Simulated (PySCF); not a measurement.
C6H12.
SMILES: `C[C@H]1C[C@H](C)C1`

The closed-shell ground state was solved at several levels (PySCF, density fitting, gas phase, non-relativistic). The structure is a single PBE0-D3(BJ)/def2-SVP conformer in the gas phase; no vibrational or solvent corrections.

```json
{"level": "wB97X-D/pcSseg-1", "basis functions": "162", "total energy (Eh)": "-235.7367", "HOMO (eV)": "-9.99", "LUMO (eV)": "3.36", "gap (eV)": "13.35", "dipole (D)": "0.03"}
{"level": "B3LYP/pcJ-1", "basis functions": "282", "total energy (Eh)": "-235.8640", "HOMO (eV)": "-7.89", "LUMO (eV)": "1.27", "gap (eV)": "9.16", "dipole (D)": "0.02"}
{"level": "PBE0/pcSseg-1", "basis functions": "162", "total energy (Eh)": "-235.5202", "HOMO (eV)": "-8.10", "LUMO (eV)": "1.55", "gap (eV)": "9.65", "dipole (D)": "0.03"}
```

(1) What might PBE0/def2-SVPD (216 basis functions) give for the same quantities?

(2) Over all these levels, which gives the widest orbital gap and which the narrowest?

(3) How far do the dipole and the HOMO energy spread over the levels?

Answers

(1) Total energy -235.3988 Eh, HOMO -8.08 eV, LUMO 0.85 eV, gap 8.93 eV, dipole 0.02 D.

(2) wB97X-D/pcSseg-1 (range-separated hybrid) has the widest, 13.35 eV, and PBE0/def2-SVPD (global hybrid, 25 % exact exchange) the narrowest, 8.93 eV. Functional and basis both differ between the two, so the spread mixes both effects.

(3) The dipole runs from 0.02 to 0.03 D (mean 0.03 D) and the HOMO from -9.99 to -7.89 eV.

wB97X-D is run here without its empirical dispersion term; that term would change no orbital, density or response property at a fixed geometry.
